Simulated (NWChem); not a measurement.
methanol (CH$_{4}$O) in NWChem

```xyz
6

C      0.6125    -0.2314     0.0000
O     -0.6650     0.3583     0.0000
H      0.8066    -0.8558     0.8960
H      1.3548     0.5819     0.0000
H      0.8066    -0.8558    -0.8960
H     -1.3230    -0.3478     0.0000
```
Charge 0, spin multiplicity 1.

Everything below was run with NWChem. All single points use one geometry, from B3LYP/def2-SVP, a minimum by its harmonic frequencies.

The field's frequency is 0.0773 Ha (589 nm). This basis has no diffuse functions, which lowers polarisabilities.

The Pople sets run with spherical d functions.

Give the polarisability tensor in bohr³ at HF/6-31G* (spherical d), in the frame of the coordinates, and its isotropic mean.


```
17.03   0.64   0.00
 0.64  15.33   0.00
 0.00   0.00  14.10
```
Mean (one third of the trace): 15.49 bohr³.
